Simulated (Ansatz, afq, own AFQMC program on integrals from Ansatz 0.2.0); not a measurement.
Two steps: Ansatz 0.2.0 writes the Fock matrix and Cholesky factors of the valence space, and afq projects on them the lowest state that overlaps trial and start.

```yaml
crystal:
  periodic: [false, false, false]
  atoms:
    - {symbol: Zr, position_ang: [0.000000, 0.000000, 0.000000]}
    - {symbol: Si, position_ang: [0.000000, 0.000000, 2.308942]}
basis:
  gaussian: {orbitals: def2-SVP}
magnetization: {spin_polarized: false}
correlation: {method: ccsd_t, electrons: outside_noble_gas, hamiltonian_folder: ham}
```

```sh
$ ansatz run in.yaml --threads 1 --pin off --events-out ev --progress --plain --max-ram 1382MiB
```

Options of the walk:

```
--method phaseless --trial cisd --walkers 60 --populations 1 --least-time 40 --time-step 0.005 --steps-per-block 50 --equilibration-blocks 40 --max-blocks 300 --target-error 0.00034 --factor-cut 1e-05 --seed 1072 --release-times 0.24,0.6,1.2,2,3,4.2 --release-step 0.04 --release-every 4 --taylor-order 6
```

Times are imaginary, in 1/Eh. The walk had a cap of 766 s. Core potentials past Kr, no spin–orbit coupling.

Log:

```
orbitals 40  electrons 4 4  factors 323 of 496
reference energy -335.15154937 Eh
CCSD correlation -0.20708989 Eh in 17 cycles, weight of the determinant in the CISD state 0.7852
energy of the start -335.358639 Eh
 block  time / (1/Eh)  mean weight  energy / Eh
     1     0.250  1.0009  -335.355594
     2     0.500  1.0004  -335.356819
     3     0.750  0.9995  -335.358300
     4     1.000  1.0010  -335.360895
     5     1.250  0.9987  -335.364264
    10     2.500  0.9996  -335.369673
    49    12.250  1.0009  -335.381108
    89    22.250  1.0014  -335.364026
   121    30.250  1.0003  -335.361827
   129    32.250  0.9988  -335.378141
   169    42.250  1.0016  -335.375025
   185    46.250  1.0021  -335.399326
   209    52.250  1.0001  -335.373918
   249    62.250  1.0010  -335.384171
   289    72.250  0.9996  -335.375455
   329    82.250  1.0017  -335.373205
   337    84.250  0.9987  -335.366869
blocks merged  error / Eh  count
     1  0.000627  300
     2  0.000795  150
     4  0.000931  75
     8  0.000989  37
    16  0.000992  18
    32  0.001149  9
released: time / (1/Eh)  energy / Eh  error  mean overlap
  0.24  -335.374854  0.001371  1.0021
  0.60  -335.377716  0.001511  0.9999
  1.20  -335.378222  0.001503  1.0124
  2.00  -335.381855  0.002596  1.0315
  3.00  -335.382631  0.002406  1.0229
  4.20  -335.382770  0.004204  1.0683
energy -335.375491 +/- 0.000992 Eh
(rows thinned)
```

The run passed its tests (sampling time, drift between the halves within three errors, error under three times the target), which doesn't prove that it has relaxed. The second half of the sampling lies below the first by 1.5 errors of their difference, so the energy may still be moving and its error bar be too small.

Against this walk (error 27.0 meV) on the same determinant: CCSD(T) 54.4 meV lower, CCSDT(Q) 192.4 meV lower. The error is statistical and leaves out the bias of the constraint. None of these is a sure reference here. Released to 1.20 1/Eh the energy moves by -74 ± 49 meV (both errors), within twice the noise.

Cautions: constraint bias not in the error; error above the target (27.0 against 9.3 meV); no spin-orbit coupling; outer-core shells of the metal frozen; higher spins were not checked; restricted determinant unstable towards unrestricted (UHF 1.61 eV lower, ⟨S²⟩ 2.38); strong correlation (T1 0.043, weight of the determinant 0.79, largest double 0.18); (T) is large, 9 % of the CCSD correlation; (Q) is large, 107 meV, so the cluster series hasn't closed; CCSDT(Q) on the UHF determinant differs (107 meV higher), by its state or its frozen core; the bias of populations of 60 walkers isn't removed.

The walk took 2.7 min on 1 thread of Intel(R) Xeon(R) Platinum 8488C (Sapphire Rapids), on a shared host. The log's last line is the phaseless energy.

CCSDT and higher add their correlation energy to the determinant of the CCSD(T) run, since their own runs factorise the integrals more tightly (a shift of under 2 meV). A walk keeps the symmetry of its determinant, which the program's search chose and which needn't be the lowest solution, so a lower state of the same spin and another symmetry isn't excluded.
